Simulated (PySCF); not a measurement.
Species: C4H5ClO.
Structure used (PBE0-D3(BJ)/def2-SVP), in Å, numbered top down from 1:
```xyz
11
C4H5ClO angstrom
O      1.7246   -1.9626    0.6071
C      1.2079   -1.0409    0.0751
Cl     1.9856   -0.2921   -1.3756
C     -0.0587   -0.3974    0.4727
C     -0.2745    1.0919    0.3244
C     -1.0225    0.1591   -0.5509
H     -0.4782   -0.8879    1.3546
H      0.5430    1.6628   -0.1213
H     -0.7946    1.5831    1.1502
H     -2.0824   -0.0220   -0.3578
H     -0.7173    0.0880   -1.5973
```

Level: B3LYP/def2-SVPD in PySCF, non-relativistic, on one gas-phase PBE0-D3(BJ)/def2-SVP geometry that isn't relaxed in the solvent. The solvent is an IEF-PCM continuum (cavity from Bondi-type radii × 1.2). The model holds no explicit solvent molecules, cavitation or dispersion.

Gas phase at B3LYP/def2-SVPD: HOMO -8.22 eV, LUMO -1.34 eV, dipole 3.51 D.

Task: What does the continuum do to the energy, the frontier levels and the dipole at B3LYP/def2-SVPD in chloroform and acetonitrile?

Result: 
```csv
solvent,ε,E(solvent) − E(gas) (kcal/mol),polarisation term (kcal/mol),distortion of the solute (kcal/mol),HOMO (eV),LUMO (eV),dipole (D)
chloroform,4.711,-3.22,-3.71,0.49,-8.27,-1.34,4.27
acetonitrile,35.69,-4.42,-5.37,0.95,-8.29,-1.36,4.56
```

The first energy column is the sum of the next two and covers electrostatics alone. The atom shares or the degeneracy of the HOMO differ from the gas phase in acetonitrile, so that column needn't follow one orbital. From chloroform to acetonitrile the lowering changes by a factor 1.37, Onsager's factor (ε − 1)/(2ε + 1) by 1.35 and ε itself by 7.6.

Task: Which radius a makes the point-dipole formula ΔE = −[(ε − 1)/(2ε + 1)]·μ²/a³ give the value in acetonitrile, with the gas-phase dipole?

Result: μ = 1.381 au and |ΔE| = 0.00705 Eh give a = 2.68 Å; the farthest nucleus lies 2.68 Å from the centroid of the nuclei. The formula assumes a rigid point dipole at the centre of a sphere.

Task: Give the dipole vector in the frame of the coordinates (D, pointing from negative to positive charge), gas and acetonitrile.

Result: Gas (-2.89, 1.96, 0.38), solvent (-3.75, 2.56, 0.48). Its length changes by +30 % and its direction by less than 1°.

Task: How does the static polarisability (B3LYP/def2-SVPD, frozen core, with the continuum's full static response) change?

Result: 
| medium | isotropic (au) | principal values (au) | ⟨r²⟩ of the electrons (bohr²) |
| --- | --- | --- | --- |
| gas | 63.9 | 51.6, 68.0, 72.2 | 682.1 |
| chloroform | 79.5 | 63.6, 85.8, 89.1 | 682.0 |
| acetonitrile | 86.8 | 70.0, 93.6, 96.9 | 682.0 |

The isotropic value in acetonitrile is 1.36 times the gas-phase one; no cavity-field correction is applied. ⟨r²⟩ is taken about the centre of nuclear charge.

Time: 12 s wall; peak memory 0.82 GiB. Hardware: one thread, Arm Neoverse V2 (aarch64), shared host with 96 logical CPUs at a one-minute load of 21. This is the whole response run at B3LYP/def2-SVPD in acetonitrile, SCF included.
